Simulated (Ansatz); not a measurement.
# Relaxing Sr2I

These are results of DFT PBE, scalar-relativistic, plane waves, PAW in Ansatz, not measurements. Cutoff 420 eV, Γ-centred k mesh, Gaussian smearing, no spin polarisation in the final step.

Sr2I was placed on the anti-fluorite structure type (Fm-3m, No. 225), with I in place of Ca, Sr in place of F, at a guessed volume.

```
CELL_PARAMETERS angstrom
0.00000 3.74924 3.74924
3.74924 0.00000 3.74924
3.74924 3.74924 0.00000
ATOMIC_POSITIONS crystal
Sr 0.25000 0.25000 0.25000
Sr 0.75000 0.75000 0.75000
I 0.00000 0.00000 0.00000
```

Cell and atoms relax at zero pressure; the relaxation can't lower the symmetry of the start. After a coarse first stage the cell is made exact in the group found at 0.06 Å.

Formation energies are uncorrected and refer to the elements' standard structures at the same level.

(1) What does it relax into?

(2) What are its volume, energy, density and gap?

## Answers

(1) It keeps Fm-3m (No. 225). The result has the fluorite structure. Conventional cell: a = 8.339 Å. Sr is coordinated by 4 I at 3.61 Å and 6 Sr at 4.17 Å; around I lie 8 Sr at 3.61 Å.

```xyz
3
Lattice="0.0000 4.1694 4.1694 4.1694 0.0000 4.1694 4.1694 4.1694 0.0000" Properties=species:S:1:pos:R:3 pbc="T T T"
Sr    2.0847    2.0847    2.0847
Sr    6.2541    6.2541    6.2541
I     0.0000    0.0000    0.0000
```

(2) The volume per atom is 48.32 Å³, the density is 3.46 g/cm³ and the energy over the elements is -0.37 eV/atom. The gap on the 10×10×10 mesh is 0 eV (a metal).

The final run used a 10×10×10 mesh on its 3-atom cell and 0.10 eV smearing. For metals, differences of a few meV/atom aren't resolved. Spin–orbit coupling is left out. Symmetry constrained the relaxation, so the result can be a saddle point. The steps took of the order of 60 core-seconds in all.

Cost: 3 runs of about 0.95 core-minutes in all, on Arm Neoverse V1 (shared hosts).